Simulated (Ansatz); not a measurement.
Basis-set extrapolation for C2H3Cl3, SMILES `CC(Cl)(Cl)Cl` (PBE0-D4/def2-TZVP geometry, frozen core, the Gaussian-basis code of Ansatz). Multiplicity 1, RHF reference.

```
                       def2-TZVPP    def2-QZVPP
                 HF  -1456.031595  -1456.073257
    MP2 correlation     -0.918311     -1.000080
CCSD(T) correlation     -1.017466       not run
```

Energies in hartree. Use E(X) = E(∞) + A·exp(−7.88·√X) for Hartree–Fock and E(X) = E(∞) + B·X^(−2.97) for correlation, with X = 3 and 4, and add CCSD(T) minus MP2 of the smaller set to the MP2 limit.

Task: What is the CCSD(T) energy at the basis-set limit?

Result: HF limit: -1456.073257 + (-0.041662) × 0.13774 = -1456.07900. MP2 limit: -1.000080 + (-0.081769) × 0.74074 = -1.06065. Higher-order term: -1.017466 − (-0.918311) = -0.09915. Total: -1457.23880 hartree, 498.2 kJ/mol below CCSD(T)/def2-TZVPP.
